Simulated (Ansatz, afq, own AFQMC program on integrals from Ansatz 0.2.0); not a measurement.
## BHBr, quartet: AFQMC among the cluster methods

```yaml
atoms:
  - { symbol: B, position_ang: [0.0000, -0.1881, 1.7151] }
  - { symbol: Br, position_ang: [0.0000, 0.0118, -0.2522] }
  - { symbol: H, position_ang: [0.0000, 1.0856, 1.5985] }
```

Connectivity, by distances: BH–Br.

Basis cc-pVDZ. Noble-gas cores (and the filled d shells of Ga–Kr and In–Xe) are frozen. AFQMC by an in-house program on the Cholesky factors that Ansatz 0.2.0 writes for its CCSD(T) run. The CISD trial takes its coefficients from CCSD amplitudes. Released means that phaseless walkers are propagated on without the constraint, phases kept. ± is one standard error of the sampling. No spin–orbit coupling.

Determinant: UHF, the one that the program's search chose, which needn't be the lowest solution. The geometry is a point of a scan.

No full CI on the walks' own integrals is used here; CCSDT(Q) serves as the reference and is uncertain by about the last step of the cluster series.

Cautions: no relativity below Rb; no spin-orbit coupling; inner d shell frozen; lower spins were not checked.

* T1 diagnostic: 0.0158
* weight of the determinant in the CISD state: 0.901
* ⟨S²⟩ of the determinant: 3.767
* size of the correlated space: 11 electrons in 31 orbitals

```tsv
level	correlation energy (eV)
MP2	-4.4483
CCSD	-5.1110
CCSD(T)	-5.2468
```

**Question.** Estimate where AFQMC with the constraint released lies against CCSD(T) on the same integrals.

**Answer.** 3.0 ± 1.1 kJ/mol below CCSD(T).

Reference: CCSDT(Q), correlation energy -5.279 eV. The released energy is read at 2.40 1/Eh (meV from the phaseless value at times in 1/Eh: 9 ± 12 at 0.24, 3 ± 8 at 0.51, -9 ± 9 at 0.99, -11 ± 15 at 1.62, 6 ± 11 at 2.40).

```tsv
level	E − E(reference) (kJ/mol)	share of correlation (%)
CCSD(T)	3.1	99.38
CCSDT	1.0	99.80
ph-AFQMC/HF	14.7 ± 4.1	97.11
ph-AFQMC/CISD	-0.4 ± 1.0	100.09
released AFQMC	0.1 ± 1.1	99.97
```

A walk keeps the symmetry of its determinant, which the program's search chose and which needn't be the lowest solution, so a lower state of the same spin and another symmetry isn't excluded. Released energies are given only where the last usable release times agree within the noise; a slower fall can still hide under it.
